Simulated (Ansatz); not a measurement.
Basis-set extrapolation for C3H6O2, SMILES `O=CCCO` (PBE0-D4/def2-TZVP geometry, frozen core, Ansatz). Multiplicity 1, RHF reference.

```tsv
	def2-TZVPP	def2-QZVPP
HF	-266.914798	-266.927228
MP2 correlation	-0.969018	-1.039234
CCSD(T) correlation	-1.038158	not run
```

Energies in hartree. Use E(X) = E(∞) + A·exp(−7.88·√X) for Hartree–Fock and E(X) = E(∞) + B·X^(−2.97) for correlation, with X = 3 and 4, and add CCSD(T) minus MP2 of the smaller set to the MP2 limit.

Question: What is the CCSD(T) energy at the basis-set limit?

Answer: HF limit: -266.927228 + (-0.012430) × 0.13774 = -266.92894. MP2 limit: -1.039234 + (-0.070216) × 0.74074 = -1.09125. Higher-order term: -1.038158 − (-0.969018) = -0.06914. Total: -268.08933 hartree, 358.0 kJ/mol below CCSD(T)/def2-TZVPP.
